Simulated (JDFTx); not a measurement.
Part of a log of a modified build of JDFTx for phenol, C6H6O (SMILES Oc1ccccc1), charge 0, multiplicity 1 (PBE, GBRV ultrasoft potentials, plane waves to 20/100 Ha):

```
unit cell volume = 8488.88
Chosen fftbox size, S = [  120  108  70  ]
unit cell volume = 8488.88
Chosen fftbox size, S = [  108  96  60  ]
  'O' pseudopotential, 'SLA  PW   PBE  PBE' functional
  6 valence electrons, 2 orbitals, 5 projectors, 737 radial grid points, with lMax = 2
  'C' pseudopotential, 'SLA  PW   PBE  PBE' functional
  4 valence electrons, 2 orbitals, 4 projectors, 721 radial grid points, with lMax = 1
  'H' pseudopotential, 'SLA  PW   PBX  PBC' functional
  1 valence electrons, 1 orbitals, 2 projectors, 615 radial grid points, with lMax = 0
Initialized 3 species with 13 total atoms.
Folded 1 k-points by 1x1x1 to 1 k-points.
nElectrons:  36.000000   nBands: 21   nStates: 1
average nbasis = 36249.000 , ideal nbasis = 36265.132
Correction to mu due to finite nuclear width = -0.00420777
   Cavity determined by nc: 0.00142 and sigma: 0.707107
   Nonlocal vdW cavity from gaussian model electron density with norm = 8 and sigma = 0.993594 bohr
   Charge asymmetry in cavity with sensitivity pCavity = 36.5 e-bohr/Eh
   Electrostatic cavity expanded by eta = 1.46 bohrs
   Weighted density cavitation model constrained by Nbulk: 0.0049383 bohr^-3, Pvap: 3.14029 kPa, Rvdw: 2.61727 bohr and sigmaBulk: 4.62e-05 Eh/bohr^2 at T: 298 K.
   Weighted density dispersion model using vdW pair potentials with single solvent site with sqrtC6eff: 0.77 SI.
[...]
Will mix electronic density at each iteration.
	Linear fluid (dielectric constant: 78.4, screening length: 8.12261 Bohr) occupying 0.770862 of unit cell:	Completed after 18 iterations
[... later lines of the fluid solver are left out ...]
SCF: Cycle:  0   Etot: -53.858534460999813   dEtot: -1.810e-03   |Residual|: 2.200e-02   |deigs|: 1.849e-03
SCF: Cycle:  1   Etot: -53.858897611652012   dEtot: -3.632e-04   |Residual|: 1.091e-02   |deigs|: 2.679e-03
[... lines cut ...]
SCF: Cycle: 13   Etot: -53.859106334509889   dEtot: -2.289e-08   |Residual|: 5.250e-05   |deigs|: 4.423e-05
SCF: Cycle: 14   Etot: -53.859106348382149   dEtot: -1.387e-08   |Residual|: 3.374e-05   |deigs|: 5.296e-05
SCF: Cycle: 15   Etot: -53.859106356319558   dEtot: -7.937e-09   |Residual|: 1.784e-05   |deigs|: 3.772e-05
SCF: Cycle: 16   Etot: -53.859106359387937   dEtot: -3.068e-09   |Residual|: 9.814e-06   |deigs|: 1.492e-05
SCF: Converged (|Delta E|<1.000000e-08 for 2 iters).
Converging empty states (this may take a while): |deigs|: 3.577e-05

# Energy components:
   A_diel =       -0.0101501057061499
   Eewald =       58.1324112791578216
       EH =      100.9009582782673533
     Eloc =     -233.5453866489657173
      Enl =        6.9889490190906365
      Exc =      -16.6809017333079872
 Exc_core =        0.2671055557295239
       KE =       30.0879079963465728
-------------------------------------
     Etot =      -53.8591063593879369


	eMin: -0.975316 at state 0 ( [ +0.000000 +0.000000 +0.000000 ] spin 0 )
	HOMO: -0.201127 at state 0 ( [ +0.000000 +0.000000 +0.000000 ] spin 0 )
```

### Question
Which solvation model was used?
(A) CANDLE
(B) SCCS (g09 parameters)
(C) SCCS (cation parameters)
(D) soft-sphere model

### Answer
A, CANDLE. The liquid was water (dielectric constant 78.4), 0.5 M KF.
